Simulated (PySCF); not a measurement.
## C2H2N2O: core ionisation energies

Compound: C2H2N2O.
Z-matrix (Å and degrees, PBE0-D3(BJ)/def2-SVP geometry), rows numbered from 1:
```
C 
N   1  1.3669
C   2  1.2924  1  101.39
O   3  1.3268  2  113.60  1    -0.06
N   1  1.3026  2  114.64  3     0.04
H   1  1.0902  2  123.94  3  -179.92
H   3  1.0897  2  128.94  1   179.92
```

The calculation used PySCF, delta-SCF UKS SCAN, pcX-2 on the ionised atom, pcseg-1 elsewhere, spin-free X2C. Vertical ΔSCF values, vacuum level as zero.

Task: Give the core binding energies atom by atom.

Result: 
| atom(s) | bonded to | level | binding energy (eV) | above the level's lowest (eV) | count |
| --- | --- | --- | --- | --- | --- |
| C1 | 2 N (aromatic in the SMILES) and H | C 1s | 293.11 | 0.00 | 1 |
| C3 | O (aromatic in the SMILES), N (aromatic in the SMILES) and H | C 1s | 294.04 | +0.93 | 1 |
| N2 | 2 C (aromatic in the SMILES) | N 1s | 406.06 | 0.00 | 1 |
| N5 | O (aromatic in the SMILES) and C (aromatic in the SMILES) | N 1s | 406.98 | +0.92 | 1 |
| O4 | N (aromatic in the SMILES) and C (aromatic in the SMILES) | O 1s | 541.40 | 0.00 | 1 |

The listed C 1s values span 0.93 eV, from C1 (bonded to 2 N (aromatic in the SMILES) and H) to C3 (bonded to O (aromatic in the SMILES), N (aromatic in the SMILES) and H). Summing the Pauling electronegativity differences to the bonded atoms, each weighted by its formal bond order, gives +1.12 for the lowest site and +1.72 for the highest.

The listed N 1s values span 0.92 eV, from N2 (bonded to 2 C (aromatic in the SMILES)) to N5 (bonded to O (aromatic in the SMILES) and C (aromatic in the SMILES)). Summing the Pauling electronegativity differences to the bonded atoms, each weighted by its formal bond order, gives -1.47 for the lowest site and -0.14 for the highest.

Task: Express the binding energy of N 1s of N5 in atomic units and per mole.

Result: 406.98 eV = 14.9562 Eh = 39268 kJ/mol.

Geometry: PBE0-D3(BJ)/def2-SVP; no solvent, vibrations or thermal averaging.
